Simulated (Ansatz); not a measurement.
Basis-set extrapolation for C$_{7}$H$_{16}$, SMILES `CCC(CC)CC` (PBE0-D4/def2-TZVP geometry, frozen core, Ansatz). Multiplicity 1, RHF reference.

```csv
,def2-TZVPP,def2-QZVPP
HF,-274.497548,-274.510615
MP2 correlation,-1.246748,-1.323054
CCSD(T) correlation,-1.378949,not run
```

Energies in hartree. Use E(X) = E(∞) + A·exp(−7.88·√X) for Hartree–Fock and E(X) = E(∞) + B·X^(−2.97) for correlation, with X = 3 and 4, and add CCSD(T) minus MP2 of the smaller set to the MP2 limit.

Question: What is the CCSD(T) energy at the basis-set limit?

Answer: HF limit: -274.510615 + (-0.013067) × 0.13774 = -274.51241. MP2 limit: -1.323054 + (-0.076306) × 0.74074 = -1.37958. Higher-order term: -1.378949 − (-1.246748) = -0.13220. Total: -276.02419 hartree, 92.7 kcal/mol below CCSD(T)/def2-TZVPP.
